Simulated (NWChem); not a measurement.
Species: N, quartet

Program: NWChem. Spin-unrestricted. Medium grid unless said otherwise, to which SCAN and Minnesota functionals are sensitive. No stability test was run on the SCF state.

For level r2SCAN0/def2-SVP:

| Item | Value |
|---|---|
| highest occupied level (eV) | -10.56 |
| lowest empty minus highest occupied level, either spin (eV) | 9.28 |

Q: How do the values read with level B97-D/def2-SVP instead?

A: 
- highest occupied level (eV): -8.02
- lowest empty minus highest occupied level, either spin (eV): 4.40
